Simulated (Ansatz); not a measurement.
Species: SiF$_{3}$ (charge 0, doublet). It need not be the lowest isomer of its formula. 
Geometry from a B3LYP-D3(BJ)/def2-TZVP (Ansatz, a first-principles code) optimisation:
SMILES: F[Si](F)F
```xyz
4

Si     0.2161     0.2098     0.2226
F     -0.7209    -0.7467     1.0769
F     -0.7144     1.1195    -0.6880
F      1.0991    -0.6990    -0.7351
```
Charge 0, spin multiplicity 2.

Computed values are from Ansatz. Cores are frozen in the correlated levels unless marked. UHF or UKS for open shells. No spin-orbit coupling. No relativistic terms. Basis-set limits of correlation are two-point, X^-3; Hartree-Fock from the larger set. The bracket is a focal-point correction in the basis named.

Question: What is the total energy at RI-MP2/CBS(cc-pV(T+d)Z,cc-pV(Q+d)Z)+[CCSD(T)-MP2]/cc-pV(T+d)Z?

Answer: -588.5873 Eh.

Question: What is the atomisation energy De at RI-MP2/CBS(cc-pV(T+d)Z,cc-pV(Q+d)Z)+[CCSD(T)-MP2]/cc-pV(T+d)Z?

Answer: 406.6 kcal/mol.

Question: What is the T1 diagnostic at CCSD/cc-pwCVTZ?

Answer: 0.013.

Question: What is the dipole moment at CCSD(T)/aug-cc-pV(D+d)Z?

Answer: 1.25 D.
